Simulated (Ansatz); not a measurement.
Relaxing KCd2

Computed with DFT PBE, scalar-relativistic, plane waves, PAW in Ansatz 0.2.0. Cutoff 420 eV, Γ-centred k mesh, Gaussian smearing, no spin polarisation in the final step.

KCd2 was placed on the rutile structure type (P4_2/mnm, No. 136), with K in place of Ti, Cd in place of O, at a guessed volume.

```
K Cd
1.0
     6.53011    0.00000    0.00000
     0.00000    6.53011    0.00000
     0.00000    0.00000    4.20605
K Cd
2 4
Direct
  0.00000 0.00000 0.00000
  0.50000 0.50000 0.50000
  0.30600 0.30600 0.00000
  0.19400 0.80600 0.50000
  0.69400 0.69400 0.00000
  0.80600 0.19400 0.50000
```

Cell and atoms relax at zero pressure; the relaxation can't lower the symmetry of the start. After a coarse first stage the cell is made exact in the group found at 0.06 Å.

Formation energies are uncorrected and refer to the elements' standard structures at the same level.

(1) Describe the relaxed structure.

(2) What are its volume, energy, density and gap?

## Answers

(1) It keeps P4_2/mnm (No. 136), but not the shape of the type it started on. Conventional cell: a = 6.918 Å, c = 6.775 Å. K has 2 Cd at 3.41 Å and 4 Cd at 3.70 Å; Cd is coordinated by 1 Cd at 2.96 Å, 1 K at 3.41 Å and 2 K at 3.70 Å.

Space group P4_2/mnm (No. 136). a = 6.918 Å, b = 6.918 Å, c = 6.775 Å, α = 90.00°, β = 90.00°, γ = 90.00°
```json
{"atom": "K", "site": "2a", "symmetry": "m.mm", "x": "0.0000", "y": "0.0000", "z": "0.0000"}
{"atom": "Cd", "site": "4f", "symmetry": "m.2m", "x": "0.3486", "y": "0.3486", "z": "0.0000"}
```

(2) The volume per atom is 54.04 Å³, the density is 2.70 g/cm³ and the energy over the elements is 0.28 eV/atom. The gap on the 6×6×6 mesh is 0 eV (a metal).

The final run used a 6×6×6 mesh on its 6-atom cell and 0.10 eV smearing. For metals, differences of a few meV/atom aren't resolved. Symmetry constrained the relaxation, so the result can be a saddle point. The steps took about 8 core-minutes in all.